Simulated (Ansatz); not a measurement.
in.yaml

```yaml
crystal:
  periodic: [false, false, false]
  atoms:
    - {symbol: Al, position_ang: [0.000000, 0.000000, 0.000000]}
    - {symbol: Ga, position_ang: [0.000000, 0.000000, 3.254000]}
basis:
  gaussian: {orbitals: cc-pVTZ}
magnetization: {spin_polarized: false}
correlation: {method: ccsdtq, electrons: outside_noble_gas}
```

```sh
$ ansatz run in.yaml --threads 2 --pin off --events-out ev --progress --plain --max-ram 49920MiB --backend cuda --devices 0, --max-vram 37GiB
```

The program prints:

```
851 factors; integrals over basis functions are off by at most 1.5e-7 eV
mean field evaluation 1: about -58916.2944 eV, gradient 4.3e0 eV
mean field evaluation 2: about -58916.3060 eV, gradient 4.3e0 eV
mean field evaluation 4: about -58916.5357 eV, gradient 4.0e-1 eV
mean field evaluation 8: about -58916.5382 eV, gradient 5.7e-5 eV
mean field evaluation 16: about -58916.5130 eV, gradient 3.9e-1 eV
mean field evaluation 32: about -58915.3285 eV, gradient 3.5e0 eV
mean field evaluation 64: about -58915.4585 eV, gradient 3.2e-2 eV
mean field evaluation 96: about -58915.4585 eV, gradient 4.6e-3 eV
mean field evaluation 128: about -58915.4585 eV, gradient 2.1e-3 eV
mean field -58916.53824112 eV, -2165.1428452973 hartree, gradient 6.6e-6 eV, S^2 0.000000; 7 other end points of the search recorded, 0 dependent functions left out; unrestricted orbitals would lower it
mean field evaluation 160: about -58917.0101 eV, gradient 3.9e-1 eV
determinant -58916.53824112 eV, -2165.1428452973 hartree, with singles and doubles -58920.10393707 eV, -2165.2738822063 hartree
determinant -58915.45851919 eV, -2165.1031662480 hartree, with singles and doubles -58919.39263735 eV, -2165.2477424240 hartree
19 core orbitals not correlated: weight in the atoms' cores, before any rotation towards them, 1.000 or more for the frozen orbitals, at most 0.000 for the correlated occupied ones
reference -58916.53824112 eV, -2165.1428452973 hartree; 3, 3 occupied and 55, 55 virtual orbitals, 851 factors
second order -2.60943887 eV of doubles, -0.00000000 eV of singles
...
cycle  17  -3.65070909 eV  change   -3.0e-6 eV  update   8.2e-6
cycle  18  -3.65071185 eV  change   -2.8e-6 eV  update   4.2e-6
cycle  19  -3.65071416 eV  change   -2.3e-6 eV  update   2.2e-6
cycle  20  -3.65071522 eV  change   -1.1e-6 eV  update   1.4e-6
cycle  21  -3.65071423 eV  change    1.0e-6 eV  update   8.3e-7
cycle  22  -3.65071323 eV  change    1.0e-6 eV  update   5.3e-7
cycle  23  -3.65071309 eV  change    1.4e-7 eV  update   4.0e-7
cycle  24  -3.65071345 eV  change   -3.6e-7 eV  update   3.2e-7
cycle  25  -3.65071400 eV  change   -5.5e-7 eV  update   2.4e-7
cycle  26  -3.65071421 eV  change   -2.1e-7 eV  update   1.4e-7
Total energy: -58920.18895533 eV, -2165.2770065698 hartree
```

For the same geometry and basis full CI lies 1.0 meV lower. RHF is unstable: UHF (⟨S²⟩ = 1.05) lies 0.47 eV below the lowest RHF solution. Higher spins weren't run at this geometry and may lie near or lower.

Ran on 2 threads of AMD EPYC 7R13 with a shared H100 80 GB, shared host: 26 s wall, 0.81 GiB peak host memory.
